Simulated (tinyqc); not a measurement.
Worked calculation: UHF in the sto-6g basis, for H3O+, spin multiplicity 1. One step of it, computed by the program tinyqc.

Question. Iteration 13 (converged): orbitals. Diagonalise F' = X^T F X, C = X C', fill 5 alpha and 5 beta electrons from the bottom; D(s) = C_occ C_occ^T. Each column has its largest component positive (the first on a tie).

converged F(alpha) (hartree), order 1O 1s, 1O 2s, 1O 2px, 1O 2py, 1O 2pz, 2H 1s, 3H 1s, 4H 1s:
```
[[-20.996540, -5.073303, -0.000004, 0.000000, 0.000114, -0.695970, -0.696131, -0.696131],
 [-5.073303, -2.711290, -0.000022, 0.000000, 0.000335, -0.798345, -0.798480, -0.798480],
 [-0.000004, -0.000022, -0.696984, 0.000000, 0.000000, -0.519482, 0.259575, 0.259575],
 [0.000000, 0.000000, 0.000000, -0.697074, 0.000000, 0.000000, -0.450005, 0.450005],
 [0.000114, 0.000335, 0.000000, 0.000000, -0.801396, 0.001085, 0.001085, 0.001085],
 [-0.695970, -0.798345, -0.519482, 0.000000, 0.001085, -0.610491, -0.166752, -0.166752],
 [-0.696131, -0.798480, 0.259575, -0.450005, 0.001085, -0.166752, -0.610555, -0.166597],
 [-0.696131, -0.798480, 0.259575, 0.450005, 0.001085, -0.166752, -0.166597, -0.610555]]
```

converged F(beta) (hartree), order 1O 1s, 1O 2s, 1O 2px, 1O 2py, 1O 2pz, 2H 1s, 3H 1s, 4H 1s:
```
[[-20.996540, -5.073303, -0.000003, 0.000000, 0.000114, -0.695970, -0.696131, -0.696131],
 [-5.073303, -2.711290, -0.000018, 0.000000, 0.000334, -0.798346, -0.798479, -0.798479],
 [-0.000003, -0.000018, -0.696980, 0.000000, 0.000000, -0.519484, 0.259574, 0.259574],
 [0.000000, 0.000000, 0.000000, -0.697080, 0.000000, 0.000000, -0.450004, 0.450004],
 [0.000114, 0.000334, 0.000000, 0.000000, -0.801396, 0.001085, 0.001086, 0.001086],
 [-0.695970, -0.798346, -0.519484, 0.000000, 0.001085, -0.610500, -0.166752, -0.166752],
 [-0.696131, -0.798479, 0.259574, -0.450004, 0.001086, -0.166752, -0.610550, -0.166596],
 [-0.696131, -0.798479, 0.259574, 0.450004, 0.001086, -0.166752, -0.166596, -0.610550]]
```

X, order 1O 1s, 1O 2s, 1O 2px, 1O 2py, 1O 2pz, 2H 1s, 3H 1s, 4H 1s:
```
[[1.022575, -0.133929, -0.000002, 0.000000, 0.000021, 0.015015, 0.015018, 0.015018],
 [-0.133929, 1.160151, 0.000014, 0.000000, -0.000206, -0.178669, -0.178717, -0.178717],
 [-0.000002, 0.000014, 1.062788, 0.000000, 0.000000, -0.180945, 0.090430, 0.090430],
 [0.000000, 0.000000, 0.000000, 1.062861, 0.000000, 0.000000, -0.156766, 0.156766],
 [0.000021, -0.000206, 0.000000, 0.000000, 1.000000, 0.000265, 0.000265, 0.000265],
 [0.015015, -0.178669, -0.180945, 0.000000, 0.000265, 1.091901, -0.033961, -0.033961],
 [0.015018, -0.178717, 0.090430, -0.156766, 0.000265, -0.033961, 1.091929, -0.033929],
 [0.015018, -0.178717, 0.090430, 0.156766, 0.000265, -0.033961, -0.033929, 1.091929]]
```

Give: F' = X^T F X; orbital energies; coefficients C; F' = X^T F X; orbital energies; coefficients C; D(alpha) after iteration 13; D(beta) after iteration 13.

Answer.

F' = X^T F X (alpha) (hartree):
```
[[-20.669, -2.519, 0.000, 0.000, 0.000, -0.078, -0.078, -0.078],
 [-2.519, -1.647, 0.000, 0.000, 0.000, -0.357, -0.357, -0.357],
 [0.000, 0.000, -0.509, 0.000, 0.000, -0.423, 0.211, 0.211],
 [0.000, 0.000, 0.000, -0.509, 0.000, 0.000, -0.366, 0.366],
 [0.000, 0.000, 0.000, 0.000, -0.801, 0.001, 0.001, 0.001],
 [-0.078, -0.357, -0.423, 0.000, 0.001, -0.309, -0.030, -0.030],
 [-0.078, -0.357, 0.211, -0.366, 0.001, -0.030, -0.309, -0.030],
 [-0.078, -0.357, 0.211, 0.366, 0.001, -0.030, -0.030, -0.309]]
```

orbital energies (alpha) (hartree): [-20.999, -1.605, -0.925, -0.925, -0.801, -0.081, 0.136, 0.136]

coefficients C (alpha), order 1O 1s, 1O 2s, 1O 2px, 1O 2py, 1O 2pz, 2H 1s, 3H 1s, 4H 1s:
```
[[0.997, -0.232, 0.000, 0.000, 0.000, -0.129, 0.000, 0.000],
 [0.014, 0.918, 0.000, 0.000, 0.002, 0.785, 0.000, 0.000],
 [0.000, 0.000, 0.000, 0.690, 0.000, 0.000, 0.838, 0.000],
 [0.000, 0.000, 0.690, 0.000, 0.000, 0.000, 0.000, 0.838],
 [0.000, 0.000, 0.000, 0.000, 1.000, -0.002, 0.000, 0.000],
 [-0.002, 0.095, 0.000, 0.434, -0.001, -0.610, -0.830, 0.000],
 [-0.002, 0.095, 0.376, -0.217, -0.001, -0.611, 0.415, -0.719],
 [-0.002, 0.095, -0.376, -0.217, -0.001, -0.611, 0.415, 0.719]]
```

F' = X^T F X (beta) (hartree):
```
[[-20.669, -2.519, 0.000, 0.000, 0.000, -0.078, -0.078, -0.078],
 [-2.519, -1.647, 0.000, 0.000, 0.000, -0.357, -0.357, -0.357],
 [0.000, 0.000, -0.509, 0.000, 0.000, -0.423, 0.211, 0.211],
 [0.000, 0.000, 0.000, -0.509, 0.000, 0.000, -0.366, 0.366],
 [0.000, 0.000, 0.000, 0.000, -0.801, 0.001, 0.001, 0.001],
 [-0.078, -0.357, -0.423, 0.000, 0.001, -0.309, -0.030, -0.030],
 [-0.078, -0.357, 0.211, -0.366, 0.001, -0.030, -0.309, -0.030],
 [-0.078, -0.357, 0.211, 0.366, 0.001, -0.030, -0.030, -0.309]]
```

orbital energies (beta) (hartree): [-20.999, -1.605, -0.925, -0.925, -0.801, -0.081, 0.136, 0.136]

coefficients C (beta), order 1O 1s, 1O 2s, 1O 2px, 1O 2py, 1O 2pz, 2H 1s, 3H 1s, 4H 1s:
```
[[0.997, -0.232, 0.000, 0.000, 0.000, -0.129, 0.000, 0.000],
 [0.014, 0.918, 0.000, 0.000, 0.002, 0.785, 0.000, 0.000],
 [0.000, 0.000, 0.000, 0.690, 0.000, 0.000, 0.838, 0.000],
 [0.000, 0.000, 0.690, 0.000, 0.000, 0.000, 0.000, 0.838],
 [0.000, 0.000, 0.000, 0.000, 1.000, -0.002, 0.000, 0.000],
 [-0.002, 0.095, 0.000, 0.434, -0.001, -0.610, -0.830, 0.000],
 [-0.002, 0.095, 0.376, -0.217, -0.001, -0.611, 0.415, -0.719],
 [-0.002, 0.095, -0.376, -0.217, -0.001, -0.611, 0.415, 0.719]]
```

D(alpha) after iteration 13, order 1O 1s, 1O 2s, 1O 2px, 1O 2py, 1O 2pz, 2H 1s, 3H 1s, 4H 1s:
```
[[1.048, -0.199, 0.000, 0.000, 0.000, -0.024, -0.024, -0.024],
 [-0.199, 0.843, 0.000, 0.000, 0.001, 0.087, 0.087, 0.087],
 [0.000, 0.000, 0.477, 0.000, 0.000, 0.300, -0.150, -0.150],
 [0.000, 0.000, 0.000, 0.477, 0.000, 0.000, 0.259, -0.259],
 [0.000, 0.001, 0.000, 0.000, 1.000, -0.001, -0.001, -0.001],
 [-0.024, 0.087, 0.300, 0.000, -0.001, 0.197, -0.085, -0.085],
 [-0.024, 0.087, -0.150, 0.259, -0.001, -0.085, 0.197, -0.085],
 [-0.024, 0.087, -0.150, -0.259, -0.001, -0.085, -0.085, 0.197]]
```

D(beta) after iteration 13, order 1O 1s, 1O 2s, 1O 2px, 1O 2py, 1O 2pz, 2H 1s, 3H 1s, 4H 1s:
```
[[1.048, -0.199, 0.000, 0.000, 0.000, -0.024, -0.024, -0.024],
 [-0.199, 0.843, 0.000, 0.000, 0.001, 0.087, 0.087, 0.087],
 [0.000, 0.000, 0.477, 0.000, 0.000, 0.300, -0.150, -0.150],
 [0.000, 0.000, 0.000, 0.477, 0.000, 0.000, 0.259, -0.259],
 [0.000, 0.001, 0.000, 0.000, 1.000, -0.001, -0.001, -0.001],
 [-0.024, 0.087, 0.300, 0.000, -0.001, 0.197, -0.085, -0.085],
 [-0.024, 0.087, -0.150, 0.259, -0.001, -0.085, 0.197, -0.085],
 [-0.024, 0.087, -0.150, -0.259, -0.001, -0.085, -0.085, 0.197]]
```
